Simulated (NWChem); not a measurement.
Atomisation of oxygen (O2)

```xyz
2

O      0.0000     0.0000     0.6000
O      0.0000     0.0000    -0.6000
```
Charge 0, spin multiplicity 3.

The numbers come from NWChem runs, not from measurements. All single points use one geometry, from UB3LYP/def2-SVP, a minimum by its harmonic frequencies.

Basis set: def2-TZVP. The atomisation energy is electronic alone: no zero-point, thermal, spin-orbit or counterpoise terms. No value is extrapolated to the basis-set limit. Free atoms are single determinants with multiplicities O 3. Correlated methods freeze the same cores in atoms and molecule, 2 orbitals in all.

B3LYP has NWChem's definition, with VWN1-RPA local correlation. The unpaired electrons of the parent sit in orbitals of symmetry b2g and b3g (D2h labels of the run); other states weren't searched. The stability of the SCF solutions was not checked. Open-shell Hartree-Fock references start from PBE0 orbitals. No row is a measurement; the coupled-cluster row has its own basis-set and correlation limits.

**Question.** Order these methods by the atomisation energy they give, lowest first: BLYP, CCSD(T), PBE, HF, B3LYP.

**Answer.** HF (33.4 kcal/mol), CCSD(T) (113.9 kcal/mol), B3LYP (123.7 kcal/mol), BLYP (135.4 kcal/mol), PBE (143.7 kcal/mol)
